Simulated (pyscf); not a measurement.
Optimised with ωB97X-D3(BJ)/def2-SVP in PySCF.

H₂Ga–SeH + H₂ -> H₂Se + GaH₃
Surface: singlet. Broken: Ga–Se, H–H. Formed: H–Se, Ga–H. Give ΔE‡ and ΔE from ωB97M-D3(BJ)/def2-TZVP, relative to the separated reactants.

ΔE‡ = 1.26 eV, ΔE = +0.95 eV. Zero-point energy shifts the barrier by +0.08 eV. It is a four-centre exchange, with an imaginary mode of 1200i cm⁻¹. On the product side the descent ends in an adduct with a Ga–Se contact, 0.65 eV under the separated species and 0.74 eV under the saddle at ωB97X-D3(BJ)/def2-TZVP. What is counted as broken (Ga–Se) persists as a longer contact in the product adduct; parting that adduct is a step of its own. One saddle was located; it need not be the lowest between these sides. Elements up to Kr have no core potential and no relativistic terms here.
